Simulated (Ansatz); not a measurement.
```yaml
crystal:
  periodic: [false, false, false]
  atoms:
    - {symbol: Li, position_ang: [0.000000, -0.000000, 0.388738]}
    - {symbol: H, position_ang: [-0.000000, 0.000000, -1.208738]}
basis:
  gaussian: {orbitals: def2-TZVPD, fitting: {mean_field: cc-pVTZ-jkfit}}
hamiltonian: {xc: {name: revPBE0}, dispersion: d3bj}
output: {forces: true}
```

```sh
$ ansatz run in.yaml --threads 2 --pin off --events-out ev --progress --plain --max-ram 32768MiB --backend cpu
```

**Question.** How does Ansatz answer? (Estimate.)

**Answer.** Computed: The program refused the input.
```
Functional definition: revPBE0
  name "revPBE0"
  cite "Zhang & Yang, Phys. Rev. Lett. 80, 890 (1998) doi:10.1103/PhysRevLett.80.890"
  cite "Adamo & Barone, J. Chem. Phys. 110, 6158 (1999) doi:10.1063/1.478522"
  cite "Perdew, Burke & Ernzerhof, Phys. Rev. Lett. 77, 3865 (1996) doi:10.1103/PhysRevLett.77.3865"
  parameter a = 0.25
  parameter kappa = 1.245
  parameter beta = 0.06672455060314922
  exchange = (1 - a)*pbe_x(kappa = kappa, mu = beta*pi^2/3) + a*exact_x
  correlation = pbe_c(beta = beta)
Error: <dir> the basis set cc-pVTZ-JKFIT has no functions for Li
```
